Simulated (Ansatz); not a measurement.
## What a trial cell of Ga₃N relaxes into

Method: DFT PBE, scalar-relativistic, plane waves, PAW (Ansatz 0.2.0).

Ga₃N was placed on the Cu3Au (L1_2) structure type (Pm-3m, No. 221), with N in place of Au, Ga in place of Cu, at a guessed volume.

The final relaxation ran on this input, with the default PAW datasets:

```yaml
crystal:
  lattice:
    - [3.8802192666, 0.0, 0.0]
    - [0.0, 3.8802192666, 0.0]
    - [0.0, 0.0, 3.8802192666]
  atoms:
    - { symbol: Ga, position: [0.0, 0.5, 0.5] }
    - { symbol: Ga, position: [0.5, 0.0, 0.5] }
    - { symbol: Ga, position: [0.5, 0.5, 0.0] }
    - { symbol: "N", position: [0.0, 0.0, 0.0] }
basis:
  ecutwfc: 420
kpoints:
  mp_grid: { grid: [12, 12, 12] }
hamiltonian:
  xc: pbe
scf:
  occupations: { method: gaussian, width: 0.1 }
output:
  forces: true
  stress: true
  eigenvalues: true
relax:
  adjacent_minimum: "off"
  f_tol: 0.01
  max_steps: 80
  cell: { stress_tol: 0.05 }
```

Launched as:

```bash
ansatz run input.yaml --threads 1 --pin off --max-ram 2560MiB --backend cpu --events-out ev --progress --plain --runs-dir out
```

Time: 45 s on 1 thread of Intel(R) Xeon(R) Platinum 8488C (Sapphire Rapids), with other jobs on the host, peak memory 0.45 GiB.

The program printed at the end:

```
SCF converged after 8 iterations
Free energy (F): -11729.721009 eV
Harris-Foulkes:  -11729.721009 eV  (|F-HF|=5.46e-12)
Internal energy: -11729.712111 eV  (E = F + TS)
E sigma→0 (E₀):  -11729.716560 eV
Entropy (-TS):   -0.008898 eV (-2.224 meV/atom)
Fermi energy:    9.814576 eV
--- Per-component energies (eV) ---
  E_band       = -84.554267
  E_kinetic    = 465.496920
  E_local      = -5437.939272  (includes V_loc(G=0)·N_el)
  E_nonlocal   = 1314.090462
  E_hartree    = 2528.075998
  E_xc         = -266.683809
  E_vxc        = -248.564669  (∫ρ·V_xc dr)
  E_paw        = -6082.030933  (= ΣΔE_a)
  E_vpaw       = -1233.789453  (= ΣTr[D̂ρ^β])
  E_aug_tail   = -0.000249  (compensation charges beyond the density's cutoff)
  E_ewald      = -4250.721229
  E_smearing   = -0.008898  (= −TS)
  E_closure    =  0.000000  (closes the sum)
  Σ components = -11729.721009   (vs F -11729.721009, Δ=0.00e0)
--- Forces (eV/Å), atoms counted from 1 ---
  atom   1  Ga     0.00000000     0.00000000     0.00000000
  atom   2  Ga     0.00000000     0.00000000     0.00000000
  atom   3  Ga     0.00000000     0.00000000     0.00000000
  atom   4  N      0.00000000     0.00000000     0.00000000
  max |Σ_I F_I| component: 1.28e-28 eV/Å
--- Stress (GPa, compression-positive) ---
        0.001264       0.000000       0.000000
        0.000000       0.001264       0.000000
        0.000000       0.000000       0.001264
  P = ⅓ Tr σ = 0.0013 GPa (0.013 kbar)
--- Relaxed structure (4 steps of the walk, 4 accepted, 2 SCFs on fresh bases) ---
  F+E_penalty+E_count = -11729.72100903 eV   max|allowed force component| = 8.572e-29 eV/Å   (the final SCF, on the basis selected at the relaxed cell)
  cell:  # Å, volume = 61.2542 Å³
    - [3.941958, 0.000000, 0.000000]
    - [0.000000, 3.941958, 0.000000]
    - [0.000000, 0.0, 3.941958]
  atoms:
    - { symbol: Ga, position: [0.000000, 0.500000, 0.500000] }
    - { symbol: Ga, position: [0.500000, 0.000000, 0.500000] }
    - { symbol: Ga, position: [0.500000, 0.500000, 0.000000] }
    - { symbol: N, position: [0.000000, 0.000000, 0.000000] }
```

Total energies depend on the potentials used, so only differences within one code and one set of settings carry meaning.

The result has space group Pm-3m (No. 221). Ga is coordinated by 4 N at 2.79 Å and 8 Ga at 2.79 Å; around N lie 12 Ga at 2.79 Å.

Against the elements it lies at 0.84 eV/atom. The zero of energy is the elements' standard structures at the same level (N₂ as a molecule); no fitted shifts are applied.

The k mesh leaves about 4 meV/atom of noise in metals.

A structure relaxed within its symmetry needn't be a true minimum.